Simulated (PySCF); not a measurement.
Work out the structure from these simulated measurements.

Elements present: C, H, N and O. Monoisotopic mass: 87.0320 u.

| Item | Value |
| --- | --- |
| NMR, other nuclei | isotropic shieldings of nuclei other than C and H, by class: -72 (1 N), -76 (1 O), 113 (1 O) ppm [GIAO KT3/pcSseg-2] |
| UV, strongest line | among the 10 lowest singlet transitions: S10 at 8.03 eV (154 nm, f = 0.116) [TDDFT B3LYP/def2-SVPD] |
| UV, first state | lowest singlet excitation: 5.22 eV (238 nm, f = 0.002) [TDDFT B3LYP/def2-SVPD] |
| 13C NMR | chemical shifts (computed TMS as zero) by class: 169.2 (1 C), 155.7 (1 C), 69.2 (1 C) ppm [GIAO KT3/pcSseg-2] |
| Polarisability | 52.6 au [B3LYP/def2-SVPD] |
| Valence photoelectron | vertical ionisation energy: 10.25 eV [ΔSCF B3LYP/def2-SVPD] |
| Rotational structure | rotational constants A, B, C: 10.127, 2.036, 1.851 GHz [PBE0-D3(BJ)/def2-SVP] |

Electronic properties: PySCF, gas phase, density fitting. Levels stand in brackets. The structure is a single PBE0-D3(BJ)/def2-SVP conformer in the gas phase; no vibrational or solvent corrections. Each NMR value is the plain mean over a class of atoms that symmetry, rotation or inversion makes alike.

**Question.** Which formula fits the mass and the elements?

**Answer.** C3H5NO2 (calculated 87.0320). No other formula that holds each of these elements comes within 0.0003 u with a fitting electron parity and a possible valence count.

**Question.** What is the compound? Reason from the data.

**Answer.** Numbering: `[H]/[N:1]=[CH:2]/[CH2:3][O:4][CH:5]=[O:6]`. Its formula, C3H5NO2, gives 2 degrees of unsaturation: 0 rings and 2 π bonds in the structure found. 3 carbons fall into 3 classes; from least to most shielded: imine carbon [C2] (169.2 ppm), ester carbonyl carbon [C5] (155.7 ppm), sp3 carbon bound to oxygen [C3] (69.2 ppm). The other shieldings belong to: -72 ppm, imine nitrogen [N1]; -76 ppm, ester carbonyl oxygen [O6]; 113 ppm, ester single-bonded oxygen [O4]. S1 is mainly HOMO→LUMO (weight 0.97); the largest Löwdin shares of the orbital it empties are 0.56 on the imine nitrogen, 0.15 on the imine carbon, 0.07 on the N–H hydrogen and 0.06 on the hydrogen on a C=N carbon, of the orbital it fills 0.36 on the imine nitrogen, 0.36 on the imine carbon, 0.07 on the sp3 carbon bound to oxygen and 0.05 on the hydrogen on a C=N carbon. The optimised geometry has point group C1 and is an asymmetric top. Structure: `[H]/N=C/COC=O`. Computed isomers that give other values at the same levels: `CC(=O)C(N)=O` (rotational constant A: 5.461 GHz; this holds for the one conformer computed); `NC(=O)CC=O` (rotational constant A: 7.802 GHz; this holds for the one conformer computed). The assignments are read from this structure; whether some other isomer fits the data as well wasn't checked.

Shape of the structure used: `[H]/[N:1]=[CH:2]/[CH2:3][O:4][CH:5]=[O:6]`: N1–C2–C3–O4 -133°, C2–C3–O4–C5 -88°, C3–O4–C5–O6 1°.
